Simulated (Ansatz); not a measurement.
# Rhodium, fcc: convergence with Fermi-Dirac smearing

Computed with Ansatz, PBE, scalar-relativistic PAW, on the relaxed cell (a = 3.832 Å; spin not included). Errors count from a run at 420 eV on a Γ-centred 23×23×23 mesh with Fermi-Dirac smearing of 0.1 eV, extrapolated to zero width. Fixed here: cutoff 420 eV, mesh 14×14×14. The SCF starts from atomic densities corrected by a trained network.

```
width (eV)  E(σ→0) error (meV/atom)  F error (meV/atom)  P (GPa)  SCF iterations
      0.01                     -0.6                -0.8    -0.38               6
      0.03                     -0.6                -2.7    -0.37               6
       0.1                      0.0               -22.4     0.00               6
       0.2                      1.8               -93.0     1.43               6
       0.3                     -3.8              -209.5     3.45               6
       0.6                    -67.4              -778.2    11.54               6
       1.0                   -249.0             -1936.1    25.02               6
```
